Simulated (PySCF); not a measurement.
Species: C3H4F2O.
SMILES with atom numbers: `[F:1]/[CH:2]=[CH:3]/[O:4][CH2:5][F:6]` (hydrogens: H7 on C2; H8 on C3; H9, H10 on C5)

Structure optimised with GFN2-xTB, isolated species.

Q: What internal coordinates does the optimisation give?

A: 
| bond | length (pm) | order |
| --- | --- | --- |
| F1–C2 | 134.7 | single |
| C2=C3 | 132.5 | double |
| C3–O4 | 135.2 | single |
| O4–C5 | 139.2 | single |
| C5–F6 | 135.0 | single |
| C2–H7 | 107.8 | single |
| C3–H8 | 108.0 | single |
| C5–H9, C5–H10 | 110.3 | single |

Bonds in one row agree within 1 pm and their mean is given. Orders are formal, as drawn. A selection of angles:
| angle | degrees |
| --- | --- |
| F1–C2–C3 | 119.3 |
| F1–C2–H7 | 112.1 |
| C3–C2–H7 | 128.6 |
| C2–C3–O4 | 127.6 |
| C2–C3–H8 | 121.2 |
| O4–C3–H8 | 111.3 |
| C3–O4–C5 | 117.7 |
| O4–C5–F6 | 106.7 |
| O4–C5–H9 | 111.9 |
| F6–C5–H9 | 107.5 |
| H9–C5–H10 | 110.9 |

Torsions: F1–C2–C3–O4 180° (antiperiplanar); C2–C3–O4–C5 0° (synperiplanar); C3–O4–C5–F6 180° (antiperiplanar).

Of the pairs four or more bonds apart, C5···H7 is among the closest relative to their van der Waals radii: 2.69 Å, 93 % of the sum of Bondi's values. The 6 heavy atoms lie in one plane (0.001 Å rms). The C–O distances run from 1.352 Å (C3–O4, drawn single) to 1.392 Å (O4–C5, drawn single), a spread of 0.040 Å. O4 (ether oxygen) is bent (angle 117.7°).

Point group: Cs (tolerance 0.08 Å). Not checked by GFN2-xTB frequencies. The numbers are those of one conformer.

All values are computed, not measured.
